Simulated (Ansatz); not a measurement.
Basis-set extrapolation for BH6P, SMILES `[BH3-][PH3+]` (PBE0-D4/def2-TZVP geometry, frozen core, the Gaussian-basis code of Ansatz). Multiplicity 1, RHF reference.

|  | def2-TZVPP | def2-QZVPP |
| --- | --- | --- |
| HF | -368.902556 | -368.914494 |
| MP2 correlation | -0.307499 | -0.327442 |
| CCSD(T) correlation | -0.363089 | not run |

Energies in hartree. Use E(X) = E(∞) + A·exp(−7.88·√X) for Hartree–Fock and E(X) = E(∞) + B·X^(−2.97) for correlation, with X = 3 and 4, and add CCSD(T) minus MP2 of the smaller set to the MP2 limit.

Problem. What is the CCSD(T) energy at the basis-set limit?

Solution. HF limit: -368.914494 + (-0.011938) × 0.13774 = -368.91614. MP2 limit: -0.327442 + (-0.019943) × 0.74074 = -0.34221. Higher-order term: -0.363089 − (-0.307499) = -0.05559. Total: -369.31394 hartree, 126.8 kJ/mol below CCSD(T)/def2-TZVPP.
